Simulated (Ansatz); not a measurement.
A nudged elastic band was laid between two geometries of FH3Si + H2O (8 atoms, charge 0, multiplicity 1).

Level of theory: Ansatz, RHF/def2-SVP.

- movable images: 5
- climbing image: yes
- spring: 5.0 eV/Å²
- optimiser: quadratic models (default)
- start path: through a guess of the saddle point
- force threshold: 0.05 eV/Å
- iteration limit: 60
- end points: relaxed

Image 0:

```xyz
8
Properties=species:S:1:pos:R:3
Si 0.406 0.044 -0.167
F 0.223 -0.099 1.438
H 1.861 0.049 -0.418
H -0.188 1.313 -0.609
H -0.205 -1.125 -0.820
O -2.557 0.003 0.875
H -2.963 -0.850 0.883
H -2.029 0.036 1.661
```

Image 6:

```xyz
8
Properties=species:S:1:pos:R:3
Si -0.031 -0.162 -0.549
F -2.007 1.078 2.651
H 1.177 -1.011 -0.458
H 0.318 1.256 -0.369
H -0.677 -0.382 -1.861
O -1.092 -0.537 0.686
H -1.443 -1.413 0.758
H -1.695 0.542 1.984
```

Q: What changes between the two ends?

A: Bonds broken: Si1–F2, O6–H8. Bonds formed: Si1–O6, F2–H8. FH3Si + H2O becomes FH + H4OSi.

Q: Give the energies along the band, and the barrier.

A: The run converged. The highest image is number 2 of 0 to 6, 1.78 eV above the first end and 1.48 eV above the last; the last end lies 0.31 eV above the first. Neighbouring images differ by up to 1.5 eV, so the band resolves the path poorly. A vibrational analysis at the climbing image gives one clearly imaginary mode, 1050i cm⁻¹: a first-order saddle point. The orbitals stay closed-shell, which can raise the energy where a bond breaks towards radicals; this wasn't checked here.

| image | path coordinate (Å) | energy (eV) | Si1–F2 (Å) | O6–H8 (Å) | Si1–O6 (Å) |
| --- | --- | --- | --- | --- | --- |
| 0 | 0.00 | 0.00 | 1.62 | 0.95 | 3.14 |
| 1 | 1.47 | 0.32 | 1.63 | 0.95 | 2.93 |
| 2 | 2.95 | 1.78 | 2.00 | 1.09 | 1.82 |
| 3 | 3.77 | 0.50 | 2.72 | 1.64 | 1.69 |
| 4 | 4.59 | 0.33 | 3.45 | 1.80 | 1.67 |
| 5 | 5.41 | 0.31 | 3.84 | 1.79 | 1.67 |
| 6 | 6.23 | 0.31 | 3.96 | 1.79 | 1.67 |

Q: What is the geometry of the highest image?

A: 
```xyz
8
Properties=species:S:1:pos:R:3
Si -0.228 0.043 -0.168
F -0.187 0.717 1.717
H 0.975 -0.719 0.198
H -0.123 1.442 -0.593
H -0.692 -0.663 -1.407
O -1.756 -0.349 0.746
H -2.180 -1.196 0.749
H -1.259 0.096 1.602
```

The run took 47 s on 1 thread of Intel(R) Xeon(R) 6975P-C (Granite Rapids) (shared host), peak memory 0.15 GiB.
